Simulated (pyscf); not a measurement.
Structures and frequencies: ωB97X-D3(BJ)/def2-SVP in PySCF. Correlated levels are frozen-core, on RHF or UHF. ΔMP2 is the change of the MP2 total energy from the triple- to the quadruple-zeta basis.

SMILES: C=CN
```xyz
8

C     -0.9703    -0.3939    -0.2565
C     -0.0297     0.5482    -0.4166
N      0.5020     0.9966    -1.6186
H     -1.2632    -0.7155     0.7446
H     -1.4547    -0.8769    -1.1120
H      0.4354     1.0059     0.4655
H      0.8352     1.9529    -1.6251
H     -0.0319     0.7649    -2.4494
```
Charge 0, spin multiplicity 1.

### Question
What are the homolytic bond dissociation enthalpies (298 K) of H₂C=CH–NH₂ at CCSD(T)/def2-TZVPP + ΔMP2(QZVPP), weakest first?

### Answer
H–N to •H₂C–CH=NH + H•: 89.3 kcal/mol; C–N to •HC=CH₂ + NH₂•: 101.5 kcal/mol; C–H to H₂C=C•–NH₂ + H•: 107.4 kcal/mol; C–H to •HC=CH–NH₂ + H•: 113.1 kcal/mol. Ring and multiple bonds, and those that leave no two simple radicals, are not listed. The radicals are drawn with the spin at the cut bond; how far it spreads was not checked. Other isomers of •HC=CH–NH₂, •HC=CH₂, H₂C=C•–NH₂, •H₂C–CH=NH were not searched in full and may lie lower. The CCSD(T) − MP2 part came from Ansatz, without density fitting, on the same reference. A UHF reference is spin-contaminated (<S²> up to 0.97), which harms MP2 most.
